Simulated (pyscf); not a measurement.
Single points on ωB97X-D3(BJ)/def2-SVP structures (PySCF, gas phase).

Task: Estimate by transition-state theory (the high-pressure limit) the rate constant of H₂B–CH(CH₃)–OH → cyclic C₂H₅BO (SMILES CC1BO1) + hydrogen (H₂) (singlet surface; H–O, B–H broken, B–O, H–H formed) at 900 K, with ωB97M-D3(BJ)/def2-TZVP energies (ideal gas, 1 atm, RRHO with modes under 100 cm⁻¹ raised to 100, one conformer, R ln 2 for chiral ones without a mode under 150 cm⁻¹; no tunnelling).

Result: The electronic barrier is 35.9 kcal/mol and the thermal terms add -1.0, so ΔG‡ = 34.8 kcal/mol. With k_BT/h = 1.88e+13 s⁻¹ and RT = 1.788 kcal/mol, k = 6.5e+04 s⁻¹, a half-life of 1.1e-05 s through this channel alone. Wigner's tunnelling factor for 1201i cm⁻¹ would be 1.15. A shift of 1 kcal/mol in the barrier changes k by a factor 1.7. What is counted as formed (B–O) is already present as a longer contact in the reactant adduct; forming that adduct is a step of its own. At the saddle there is also a short B–H contact that neither side keeps. This saddle turned up in a search for another step; its sides and bond changes are read from the two ends of the descent. H₂B–CH(CH₃)–OH is closed by a dative B–O contact. H₂B–CH(CH₃)–OH lies 67.1 kcal/mol over its isomer H₃C–B(CH₃)–OH (electronic energy, ωB97M-D3(BJ)/def2-TZVP). cyclic C₂H₅BO (SMILES CC1BO1) lies 48.5 kcal/mol over its isomer H₃C–CH₂–B=O (electronic energy, ωB97M-D3(BJ)/def2-TZVP). One saddle was located; it need not be the lowest between these sides.
